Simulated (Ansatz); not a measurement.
# CH4BF: the cost of one run

Method: RKS PBE-D4/def2-SVP, in Ansatz 0.2.0.

**1. The starting structure**

Bond lengths: B1–F2 1.520 Å, B1–C4 1.600 Å, C4–H5 1.110 Å, C4–H6 1.110 Å, C4–H7 1.110 Å. Angles: F2–B1–C4 155.3°, B1–C4–H5 109.5°, B1–C4–H6 109.5°, B1–C4–H7 109.5°, H5–C4–H6 109.4°, H5–C4–H7 109.4°, H6–C4–H7 109.4°.

Structure file:

```xyz
7

B     0.0000    0.0000    0.0000
F     0.8785    0.0000    1.2404
H     1.3883    0.0000    0.0683
C    -1.3856    0.0000   -0.8000
H    -1.9458   -0.9305   -0.5708
H    -1.9898    0.8797   -0.4946
H    -1.1839    0.0508   -1.8903
```

**2. Pulling towards end A**

Springs on the bonds that form and break draw the guess towards this end; the thresholds are loose.

The input, input.yaml:

```yaml
crystal:
  periodic: [false, false, false]
  atoms:
    - { symbol: B, position_ang: [0.0, 0.0, 0.0] }
    - { symbol: F, position_ang: [0.8785, 0.0, 1.2404] }
    - { symbol: H, position_ang: [1.3883, 0.0, 0.0683] }
    - { symbol: C, position_ang: [-1.3856, 0.0, -0.8] }
    - { symbol: H, position_ang: [-1.9458, -0.9305, -0.5708] }
    - { symbol: H, position_ang: [-1.9898, 0.8797, -0.4946] }
    - { symbol: H, position_ang: [-1.1839, 0.0508, -1.8903] }
basis:
  gaussian: { orbitals: def2-SVP }
hamiltonian:
  xc: pbe
  dispersion: d4
relax:
  f_tol: 0.15
  max_steps: 25
  restrain:
    - { distance: [1, 2], at: 2.12, k: 30.0 }
    - { distance: [0, 1], at: 1.32, k: 30.0 }
    - { distance: [0, 2], at: 1.19, k: 30.0 }
```

Launch:

```console
$ ansatz run input.yaml --threads 1 --pin off --max-ram 2048MiB --backend cpu --events-out ev --progress --plain --runs-dir out
```

What time and memory should one allow on 1 thread of Arm Neoverse V1, shared host?

About 17 s, with a peak of 0.12 GiB.
